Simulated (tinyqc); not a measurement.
Inside a calculation. Method: extended Hueckel theory, for BH3+. The parameters take no account of the charge, which enters only through the electron count. One step of it, computed by the program tinyqc.

Problem. Wolfsberg-Helmholz matrix. H_ij = K' S_ij (H_ii + H_jj)/2 for i != j (the diagonal keeps H_ii), with K' = K + D^2 + D^4 (1 - K), D = (H_ii - H_jj)/(H_ii + H_jj), K = 1.75.

overlap S, order 1B 2s, 1B 2px, 1B 2py, 1B 2pz, 2H 1s, 3H 1s, 4H 1s:
```
[[1.000000, 0.000000, 0.000000, 0.000000, 0.473320, 0.473494, 0.473494],
 [0.000000, 1.000000, 0.000000, 0.000000, 0.522010, -0.260931, -0.260931],
 [0.000000, 0.000000, 1.000000, 0.000000, 0.000000, 0.452251, -0.452251],
 [0.000000, 0.000000, 0.000000, 1.000000, -0.011098, -0.011103, -0.011103],
 [0.473320, 0.522010, 0.000000, -0.011098, 1.000000, 0.083754, 0.083754],
 [0.473494, -0.260931, 0.452251, -0.011103, 0.083754, 1.000000, 0.083723],
 [0.473494, -0.260931, -0.452251, -0.011103, 0.083754, 0.083723, 1.000000]]
```

diagonal H_ii (eV): [-15.200000, -8.500000, -8.500000, -8.500000, -13.600000, -13.600000, -13.600000]

K = 1.750000

Give: H.

Solution.

H (eV), order 1B 2s, 1B 2px, 1B 2py, 1B 2pz, 2H 1s, 3H 1s, 4H 1s:
```
[[-15.2000, 0.0000, 0.0000, 0.0000, -11.9487, -11.9531, -11.9531],
 [0.0000, -8.5000, 0.0000, 0.0000, -10.3893, 5.1932, 5.1932],
 [0.0000, 0.0000, -8.5000, 0.0000, 0.0000, -9.0009, 9.0009],
 [0.0000, 0.0000, 0.0000, -8.5000, 0.2209, 0.2210, 0.2210],
 [-11.9487, -10.3893, 0.0000, 0.2209, -13.6000, -1.9933, -1.9933],
 [-11.9531, 5.1932, -9.0009, 0.2210, -1.9933, -13.6000, -1.9926],
 [-11.9531, 5.1932, 9.0009, 0.2210, -1.9933, -1.9926, -13.6000]]
```
